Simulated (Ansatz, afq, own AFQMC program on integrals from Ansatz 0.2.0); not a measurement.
# GeH₂, triplet in def2-TZVP, levels against CCSDT(Q)

```xyz
3

Ge   -0.5707    0.4056   -0.2640
H     0.7845    0.7455    0.5100
H    -0.2138   -1.1511   -0.2460
```

Basis def2-TZVP. Noble-gas cores (and the filled d shells of Ga–Kr and In–Xe) are frozen. AFQMC by an in-house program on the Cholesky factors that Ansatz 0.2.0 writes for its CCSD(T) run. The CISD trial takes its coefficients from CCSD amplitudes. Released means that phaseless walkers are propagated on without the constraint, phases kept. Uncertainties: one standard error, sampling alone. No spin–orbit coupling.

Determinant: UHF, the one that the program's search chose, which needn't be the lowest solution. The geometry is a PBE0/def2-SVP stationary point of this or a neighbouring charge and spin state.

No full CI on the walks' own integrals is used here; CCSDT(Q) serves as the reference and is uncertain by about the last step of the cluster series.

Cautions: no relativity below Rb; no spin-orbit coupling; inner d shell frozen; another spin lies lower (by 1.38 eV).

The T1 diagnostic is 0.0197. The weight of the determinant in the CISD state is 0.928, the ⟨S²⟩ of the determinant is 2.006 and the size of the correlated space is 6 electrons in 46 orbitals.

Reference: CCSDT(Q), correlation energy -2.949 eV. The released energy is read at 2.40 1/Eh (meV from the phaseless value at times in 1/Eh: -0.5 ± 1.8 at 0.24, -2.3 ± 1.1 at 0.51, -4.3 ± 1.1 at 0.99, -4.2 ± 1.1 at 1.62, -6.1 ± 0.9 at 2.40).

```tsv
level	E − E(reference) (kcal/mol)	share of correlation (%)
HF	68.00	0.00
MP2	16.24	76.12
CCSD	2.36	96.52
CCSD(T)	0.51	99.25
CCSDT	0.04	99.94
ph-AFQMC/CISD	0.15 ± 0.03	99.79
released AFQMC	0.01 ± 0.02	99.99
```

A walk keeps the symmetry of its determinant, which the program's search chose and which needn't be the lowest solution, so a lower state of the same spin and another symmetry isn't excluded. Released energies are given only where the last usable release times agree within the noise; a slower fall can still hide under it.
